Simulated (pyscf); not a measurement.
## Four-centre exchange: H₂As–GaH–AsH₂ (SMILES [AsH2][GaH][AsH2]) + H₂O (SMILES O) → HO–Ga(AsH₂)–AsH₂ (SMILES [OH][Ga]([AsH2])[AsH2]) + H₂ (SMILES [H][H])

Gas phase, singlet surface, charge 0. Bonds broken: Ga2–H6, O9–H10. Bonds formed: Ga2–O9, H6–H10. Optimised with ωB97X-D3(BJ)/def2-SVP in PySCF.

Transition state (Å):

```xyz
11

As    -1.9027    -1.3267     1.5802
Ga    -0.2362     0.0032     0.4811
As     1.6859    -0.7423    -0.7279
H     -2.9171    -0.1931     1.5493
H     -2.3818    -1.8948     0.2526
H      0.3290     1.2622     1.7277
H      0.8562    -1.7372    -1.5256
H      1.5063     0.3595    -1.7575
O     -0.8348     1.7925    -0.0825
H     -0.2030     1.7784     1.0588
H     -1.7793     1.9859    -0.0126
```

One imaginary mode, 1313i cm⁻¹; descent along it reached the two sides named, in the forms told below.

```csv
bond,change,reactant side (Å),saddle,product side
Ga2–H6,breaks,1.576,1.860,2.9
O9–H10,breaks,0.968,1.305,2.8
Ga2–O9,forms,2.186,1.969,1.794
H6–H10,forms,2.8,0.998,0.761
```

Electronic energies relative to the separated reactants (eV):

```csv
level,barrier,reaction energy,reverse barrier
ωB97X-D3(BJ)/def2-TZVP,0.48,-0.54,1.03
PBE/def2-TZVP,0.35,-0.53,0.88
r²SCAN/def2-TZVP,0.33,-0.60,0.93
B3LYP-D3(BJ)/def2-TZVP,0.48,-0.56,1.04
PBE0-D3(BJ)/def2-TZVP,0.43,-0.47,0.90
M06-2X/def2-TZVP,0.40,-0.69,1.09
ωB97M-D3(BJ)/def2-TZVP,0.54,-0.49,1.03
HF/def2-TZVP,1.17,-0.37,1.54
```

With ωB97M-D3(BJ)/def2-TZVP energies and thermal terms (ideal gas, 1 atm, RRHO with modes under 100 cm⁻¹ raised to 100, one conformer, R ln 2 for chiral ones without a mode under 150 cm⁻¹), in eV:

```
T (K)   ΔH‡   ΔG‡     ΔH     ΔG
-----  ----  ----  -----  -----
298    0.47  0.91  -0.59  -0.52
600    0.47  1.37  -0.54  -0.47
900    0.50  1.81  -0.50  -0.45
1200   0.54  2.24  -0.47  -0.44
```

On the reactant side the descent ends in an adduct with a Ga–O contact, 0.64 eV under the separated species and 1.13 eV under the saddle at ωB97X-D3(BJ)/def2-TZVP. What is counted as formed (Ga–O) is already present as a longer contact in the reactant adduct; forming that adduct is a step of its own. At the saddle there is also a short Ga–H contact that neither side keeps. One saddle was located; it need not be the lowest between these sides. Elements up to Kr have no core potential and no relativistic terms here.
